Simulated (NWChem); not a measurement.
**Correlation energy of diphosphorus (P2)**

```xyz
2

P      0.0000     0.0000     0.9455
P      0.0000     0.0000    -0.9455
```
Charge 0, spin multiplicity 1.

Program: NWChem. Structure: optimised with PBE0/def2-SVP, a minimum by its harmonic frequencies.

Basis set: 3-21G. Each correlation energy counts from its own Hartree-Fock reference.

The correlated methods keep 10 core orbitals frozen. Coupled-cluster values serve here as a point of comparison, not as the truth.

Q: Order these methods by the correlation energy they give, lowest first: CCSD, CR-CCSD[T], CCSD(T), SCS-MP2.

A: CCSD(T) (-147.4 mHa), CR-CCSD[T] (-146.5 mHa), CCSD (-142.5 mHa), SCS-MP2 (-138.7 mHa)
